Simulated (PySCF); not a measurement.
Gas-phase reaction: 6 H2CSiH2 + 3 H2 ⇌ 3 Si2H6 + 2 C3H6 (cyclic)

Computed with PySCF and rigid-rotor harmonic-oscillator thermochemistry at 1 bar. † marks an energy on the PBE0/def2-TZVP geometry and frequencies; other levels use their own. MP2 freezes the core. 6-31G* has spherical d functions here. All species are closed-shell singlets. B3LYP is the form with VWN-RPA correlation. H2CSiH2: computed as isolated molecules; such fragments, hydroxides, amides, oligomers or adducts are transient or little studied in the gas. MP2 isn't extrapolated to the basis-set limit.

B3LYP/def2-TZVP† gives ΔH°(298 K) = -800 kJ.

Q: What do MP2/def2-TZVPP†, HF/6-31G*, BLYP/def2-TZVP† give?

A: MP2/def2-TZVPP†: -842 kJ; HF/6-31G*: -1043 kJ; BLYP/def2-TZVP†: -699 kJ. For scale, ΔH°(298 K) is -800 kJ at this level, -864 kJ at ωB97M-V/def2-TZVP†, and runs from -1043 to -699 kJ over the 19 levels computed.
